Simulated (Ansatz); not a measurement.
# CH8AlN: the cost of one run

All numbers are computed with Ansatz 0.2.0 through its Python package. Level of theory: wB97X/def2-SVPD.

### 1 Starting point

Bond lengths: C1–Al2 1.990 Å, Al2–N3 1.910 Å, C1–H4 1.109 Å, C1–H5 1.109 Å, C1–H6 1.109 Å, Al2–H7 1.597 Å, Al2–H8 1.597 Å, N3–H9 1.044 Å, N3–H10 1.044 Å, N3–H11 1.044 Å. Angles (14 of 18 angles, heavy atoms first): C1–Al2–N3 109.3°, C1–Al2–H7 109.4°, C1–Al2–H8 109.4°, N3–Al2–H7 109.5°, N3–Al2–H8 109.5°, Al2–C1–H4 109.5°, Al2–C1–H5 109.4°, Al2–C1–H6 109.4°, Al2–N3–H9 109.9°, Al2–N3–H10 109.9°, Al2–N3–H11 109.9°, H7–Al2–H8 109.7°, H4–C1–H5 109.5°, H4–C1–H6 109.5°.

The script holds or builds the structure itself.

### 2 Script

run_energy.py

```python
"""Electronic structure of the CH8AlN molecule."""

import json

import ansatz


def main() -> None:
    system = (
        ansatz.Crystal.molecule()
        .atom("C", [1.5448, 0.5571, -0.0059])
        .atom("Al", [0.0566, -0.7633, -0.0633])
        .atom("N", [-1.6114, 0.1583, 0.0657])
        .atom("H", [2.5148, 0.0243, -0.0807])
        .atom("H", [1.4432, 1.2637, -0.855])
        .atom("H", [1.5026, 1.1184, 0.95])
        .atom("H", [0.1993, -1.7786, 1.1605])
        .atom("H", [0.1139, -1.5692, -1.4403])
        .atom("H", [-1.7102, 0.8263, -0.731])
        .atom("H", [-1.6545, 0.6898, 0.9637])
        .atom("H", [-2.3991, -0.5268, 0.0364])
    )

    setup = (
        system.calculation()
        .basis(gaussian="def2-SVPD")
        .functional(ansatz.LibraryFunctional("wB97X"))
    )
    trace = []
    result = setup.session().plan().execute(on_event=trace.append)
    report = result.report
    for event in trace:
        if event["event"] == "mean_field_evaluation" and event["data"]["evaluation"] <= 25:
            print("pass {evaluation:3d}  E = {energy_ev:.6f} eV  gradient {gradient_ev:.1e}".format(**event["data"]))

    print(f"E = {report['free_energy_ev']:.6f} eV = {report['free_energy_ev'] / 27.211386246:.7f} Ha")
    print("converged:", report["converged"], " doubts:", report["published_state_doubts"] or "none")

    field = report["mean_field"]
    print("<S^2> =", round(abs(field["state"]["spin_squared"]), 4), " all-electron relativity setting:", field["relativity"])
    print("passes:", field["passes"])
    if "symmetry" in field:
        print("occupied orbitals by irrep:", field["symmetry"]["occupied"])
    with open("ch8aln.json", "w") as handle:
        json.dump({k: report[k] for k in ("free_energy_ev", "reference_energy_ev", "n_occupied", "n_virtual")}, handle, indent=1)


if __name__ == "__main__":
    main()
```

### 3 Launch

The run is started by

```sh
$ python run_energy.py
```

What time and memory should one allow on 1 thread of Intel Xeon Platinum 8375C at 2.90GHz (Ice Lake), shared host?

About 9.9 s, with a peak of 0.33 GiB.
